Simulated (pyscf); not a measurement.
9 group-13 steps of one kind (addition across a multiple bond or ene-type step, closed-shell): barrier in kJ/mol, from the separated reactants or the lowest minimum found. Optimised with ωB97X-D3(BJ)/def2-SVP in PySCF. Correlated levels are frozen-core, on RHF or UHF. ΔMP2 is the change of the MP2 total energy from the triple- to the quadruple-zeta basis. Functionals in def2-TZVP; the last column is CCSD(T)/def2-TZVPP + ΔMP2(QZVPP). Rows were drawn at random from the steps of this kind and element class whose saddle was verified and whose references are stable, among light species with clean single-reference diagnostics.

| step | PBE | M06-2X | B3LYP-D3(BJ) | CCSD(T) |
|---|---|---|---|---|
| `[BH]=[O]` + `[CH2]=[CH2]` -> `[CH3][CH2][B]=[O]` | 159.1 | 186.7 | 196.4 | 207.5 |
| `[BH2][OH]` + `[CH2]=[CH2]` -> `[CH3][CH2][BH][OH]` | 21.5 | 40.4 | 56.6 | 56.6 |
| `[BH]=[O]` + `[SiH4]` → `[BH2][O][SiH3]` | 62.3 | 67.5 | 79.0 | 78.8 |
| `[O]=[B][OH]` + `[ClH]` → `[OH][B]([OH])[Cl]` | 11.9 | 23.9 | 27.9 | 40.0 |
| `[BH2][NH2]` + `[CH2]=[CH2]` → `[CH3][CH2][BH][NH2]` | ___ | 70.2 | 87.7 | 83.5 |
| `[O]=[B][OH]` + `[CH4]` → `[CH3][B]([OH])[OH]` | 161.6 | 184.8 | 193.1 | 192.0 |
| `[F][BH][F]` + `[CH2]=[CH2]` → `[CH3][CH2][B]([F])[F]` | 75.0 | 90.2 | 104.9 | 110.2 |
| `[BH]=[NH]` + `[ClH]` → `[NH2][BH][Cl]` | 32.6 | 52.7 | 50.5 | 66.7 |
| `[BH]=[O]` + `[CH4]` -> `[CH3][BH][OH]` | ___ | 207.9 | 216.9 | 220.8 |

Complete the blanks.


- `[BH2][NH2]` + `[CH2]=[CH2]` → `[CH3][CH2][BH][NH2]`, PBE: 55.2
- `[BH]=[O]` + `[CH4]` -> `[CH3][BH][OH]`, PBE: 182.5

Differences from the last column (kJ/mol): PBE: mean -32.7, median -34.1, mean size 32.7, lower in 9 of 9; M06-2X: mean -14.7, median -14.0, mean size 14.7, lower in 9 of 9; B3LYP-D3(BJ): mean -4.8, median -3.9, mean size 6.0, lower in 5 of 9. PBE is closest for row 3 (16.5 kJ/mol apart) and farthest for row 1 (48.3 kJ/mol). PBE, r²SCAN and M06-2X carry no added dispersion term. The last column is a level with limits of its own. Each barrier is that of the saddle found. The CCSD(T) − MP2 part came from Ansatz, without density fitting, on the same reference.
